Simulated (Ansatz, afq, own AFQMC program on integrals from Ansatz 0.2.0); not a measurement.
AFQMC on a folder of integrals that Ansatz 0.2.0 wrote.

```yaml
crystal:
  periodic: [false, false, false]
  atoms:
    - {symbol: C, position_ang: [0.000000, 0.000000, 0.661488]}
    - {symbol: C, position_ang: [0.000000, 0.000000, -0.661488]}
    - {symbol: H, position_ang: [0.000000, 0.923180, 1.230974]}
    - {symbol: H, position_ang: [0.000000, -0.923180, 1.230974]}
    - {symbol: H, position_ang: [0.000000, 0.923180, -1.230974]}
    - {symbol: H, position_ang: [0.000000, -0.923180, -1.230974]}
basis:
  gaussian: {orbitals: 6-31G}
magnetization: {spin_polarized: false}
correlation: {method: ccsd_t, electrons: outside_noble_gas, hamiltonian_folder: ham}
```

```sh
$ ansatz run in.yaml --threads 1 --pin off --events-out ev --progress --plain --max-ram 1382MiB
```

Options of the walk:

```
--method phaseless --trial hf --walkers 360 --populations 1 --least-time 40 --time-step 0.005 --steps-per-block 20 --equilibration-blocks 112 --max-blocks 600 --target-error 0.00126 --factor-cut 1e-05 --seed 6905 --taylor-order 6
```

Times are imaginary, in 1/Eh. The walk had a cap of 529 s.

Output of the walk:

```
orbitals 24  electrons 6 6  factors 177 of 382
reference energy -78.00410498 Eh
CCSD correlation -0.20642514 Eh in 8 cycles, weight of the determinant in the CISD state 0.8967
energy of the start -78.004105 Eh
 block  time / (1/Eh)  mean weight  energy / Eh
     1     0.100  1.0001  -78.042577
     2     0.200  1.0005  -78.076593
     3     0.300  1.0013  -78.102165
     4     0.400  1.0014  -78.121045
     5     0.500  1.0007  -78.141937
    10     1.000  1.0006  -78.191168
    69     6.900  1.0012  -78.192546
    86     8.600  1.0000  -78.217873
   171    17.100  1.0001  -78.204125
   256    25.600  0.9998  -78.208147
   290    29.000  0.9994  -78.266073
   341    34.100  0.9988  -78.210110
   426    42.600  1.0001  -78.225824
   511    51.100  0.9999  -78.213181
   596    59.600  0.9992  -78.228250
   681    68.100  1.0000  -78.203375
   698    69.800  1.0003  -78.202777
blocks merged  error / Eh  count
     1  0.000715  600
     2  0.000957  300
     4  0.001263  150
     8  0.001516  75
    16  0.001941  37
    32  0.002128  18
    64  0.002494  9
energy -78.218580 +/- 0.002128 Eh
(rows thinned)
```

The run passed its tests (sampling time, drift between the halves within three errors, error under three times the target), which doesn't prove that it has relaxed.

Against this walk (error 57.9 meV) on the same determinant: CCSD(T) 79.1 meV higher (within the noise), CCSDT(Q) 60.3 meV higher (within the noise), a separate phaseless walk with a CISD trial and standard settings 66.0 ± 58.4 meV higher (within the noise). The error is statistical and leaves out the bias of the constraint.

Cautions: constraint bias not in the error; error above the target (57.9 against 34.3 meV).

The walk took 5.2 min on 1 thread of Intel(R) Xeon(R) Platinum 8259CL CPU @ 2.50GHz (Skylake/Cascade Lake), with other jobs on the host. The log's last line is the phaseless energy.

CCSDT and higher add their correlation energy to the determinant of the CCSD(T) run, since their own runs factorise the integrals more tightly (a shift of under 2 meV). A walk keeps the symmetry of its determinant, which the program's search chose and which needn't be the lowest solution, so a lower state of the same spin and another symmetry isn't excluded.
